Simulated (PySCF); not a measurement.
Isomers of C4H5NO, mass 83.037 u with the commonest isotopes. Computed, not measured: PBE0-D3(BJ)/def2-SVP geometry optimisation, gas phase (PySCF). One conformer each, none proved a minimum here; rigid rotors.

Question: Order these by rotational constant C, smallest first.
A. `[N:1]#[C:2][CH2:3][CH2:4][CH:5]=[O:6]` with C2–C3–C4–C5 180°, C3–C4–C5–O6 0°
B. `[O:1]=[C:2]=[N:3][CH:4]1[CH2:5][CH2:6]1` with C2–N3–C4–C5 -34° (cyclopropyl isocyanate)
C. 2-methyloxazole, `Cc1ncco1`
D. 4-methyloxazole, `Cc1cocn1`
E. `Cc1cnoc1`

Answer: A (1500 MHz), B (1982 MHz), E (2539 MHz), D (2613 MHz), C (2708 MHz).

Question: Order these by out-of-plane moment Σ m c² = (Ia + Ib − Ic)/2, smallest first.
A. `[N:1]#[C:2][CH2:3][CH2:4][CH:5]=[O:6]` with C2–C3–C4–C5 180°, C3–C4–C5–O6 0°
B. `CC#CC(N)=O`
C. `[O:1]=[C:2]=[N:3][CH:4]1[CH2:5][CH2:6]1` with C2–N3–C4–C5 -34°

Answer: B (1.59 u·Å²), A (3.10 u·Å²), C (20.01 u·Å²).

Question: Order these by rotational constant B, largest first.
A. `Cc1cnoc1`
B. 2-methyloxazole (`CC1=NC=CO1`)
C. `[O:1]=[C:2]=[N:3][CH:4]1[CH2:5][CH2:6]1` with C2–N3–C4–C5 -34° (cyclopropyl isocyanate)
D. `CC#CC(N)=O`
E. 4-methyloxazole (`CC1=COC=N1`)
F. `[N:1]#[C:2][CH2:3][CH2:4][CH:5]=[O:6]` with C2–C3–C4–C5 180°, C3–C4–C5–O6 0°

Answer: B (3745 MHz), E (3543 MHz), A (3419 MHz), C (2015 MHz), D (1751 MHz), F (1621 MHz).

```tsv
SMILES	point group	Ia (u·Å²)	Ib (u·Å²)	Ic (u·Å²)	κ	μa (D)	μb (D)	μc (D)
N#CCCC=O	Cs	31.29	311.79	336.89	-0.98	2.56	1.52	0.00
CC#CC(N)=O	near Cs	47.19	288.61	332.61	-0.95	2.09	3.69	0.02
O=C=NC1CC1	Cs	44.24	250.75	254.96	-0.99	3.01	0.12	0.02
Cc1cnoc1	Cs	54.43	147.82	199.08	-0.74	3.27	0.62	0.00
Cc1ncco1	near Cs	54.86	134.96	186.64	-0.68	0.02	1.39	0.01
Cc1cocn1	near Cs	53.99	142.63	193.44	-0.72	0.12	1.40	0.01
```
